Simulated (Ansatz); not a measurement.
# CsCl-type TlBr

Level of theory: PBE0 in Ansatz (plane waves, PAW).

Numerical settings: plane-wave cutoff 460 eV, 6×6×6 k mesh, Fermi–Dirac smearing 0.01 eV, scalar-relativistic PAW data made under PBE.

Cell: measured lattice: a = b = c = 3.980 Å, α = β = γ = 90.00°.

- band gap = 3.17 eV (on the SCF k mesh)
- direct gap at Γ = 10.16 eV

Measured, for comparison: band gap 2.68 eV (temperature not stated, not corrected to a static lattice, detector crystals, literature values; as tabulated in Piasecki et al. (2022), doi:10.1039/d1ma01259b).

Note: cell and atoms aren't relaxed at this level (pressure 0.8 GPa).

Spin–orbit coupling is not included; with these elements it can move the gap by several tenths of an eV or more.

The result took roughly 70 core-seconds.

Ansatz is a program for electronic structure.
